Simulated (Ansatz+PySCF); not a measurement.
A calculation with PySCF 2.14.0.

```python
from pyscf import gto, scf, mp

# the (T+d) and (D+d) sets load through basis_set_exchange
mol = gto.M(atom="""
Si 0.000000 0.000000 -1.368120
Si 0.000000 0.000000 1.368120
H 1.456020 -0.002640 -1.575820
H -0.730290 -1.259630 -1.575820
H -0.725730 1.262270 -1.575820
H -1.455990 -0.009390 1.575820
H 0.736130 -1.256230 1.575820
H 0.719860 1.265620 1.575820
""", basis={'H': 'cc-pvtz', 'Si': 'cc-pv(t+d)z'}, charge=1, spin=1)
mf = scf.UHF(mol)
mf.kernel()
pt = mp.MP2(mf, frozen=10).run()
print(mf.e_tot, pt.e_corr, pt.e_tot)
```

The script is written out from the run's settings.

Output:

```yaml
Converged: yes
Reference_energy: -581.06103 hartree
Correlation_energy: -0.22855 hartree
Total_energy: -581.28958 hartree
Spin_squared_of_the_determinant: 0.756
```
